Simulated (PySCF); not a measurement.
Gas-phase reaction: 2 B(OH)3 + 2 FO + 3 BF ⇌ 3 BF(OH)2 + 2 BOF

Energies from PySCF, thermal terms from the rigid-rotor harmonic-oscillator model, ideal gas at 1 bar. † marks an energy on the PBE0/def2-TZVP geometry and frequencies; other levels use their own. MP2 and CCSD(T) freeze the core. 6-31G* has spherical d functions here. Open shells (unrestricted): FO (multiplicity 2, electronic degeneracy 4); the rest are closed-shell singlets. Spin-orbit splitting is ignored; it lowers the true energy and changes the entropy of FO. BF(OH)2: computed as isolated molecules; such fragments, hydroxides, amides, oligomers or adducts are transient or little studied in the gas. MP2 isn't extrapolated to the basis-set limit; its ΔH°(298 K) is -2384.2 kJ in def2-SVP and -2346.4 kJ in def2-TZVPP. CCSD(T) isn't extrapolated to the basis-set limit; its ΔH°(298 K) is -2200.8 kJ in def2-SVP and -2163.2 kJ in def2-TZVPP. The harmonic model lacks anharmonicity and excited electronic states, which grow with temperature; levels with a mode under 35 cm⁻¹ are left out. Internal rotation in B(OH)3, BF(OH)2 is treated as a harmonic vibration of one conformer, which makes the entropy rough.

```csv
level,"ΔE electronic, kJ","ΔH°(298 K), kJ","ΔS°(298 K), J/K","ΔG°(2000 K), kJ"
BLYP/def2-TZVP†,-2157,-2125,-299,-1530
CCSD(T)/def2-TZVPP†,-2195,-2163,-299,-1567
HF/6-31G*,-2096,-2060,-301,-1456
M06-2X/def2-TZVP†,-2281,-2250,-299,-1654
MP2/def2-TZVPP†,-2378,-2346,-299,-1751
PBE/def2-SVP,-2246,-2215,-298,-1623
PBE0/def2-QZVP†,-2231,-2199,-299,-1604
PBE0/def2-TZVP,-2228,-2196,-299,-1600
r2SCAN/def2-TZVP†,-2248,-2216,-299,-1621
ωB97M-V/def2-TZVP†,-2201,-2169,-299,-1573
ωB97X-V/def2-TZVP†,-2189,-2158,-299,-1562
```
ΔH° is lowest at MP2/def2-TZVPP† and highest at HF/6-31G*. No reference value is set beside these.
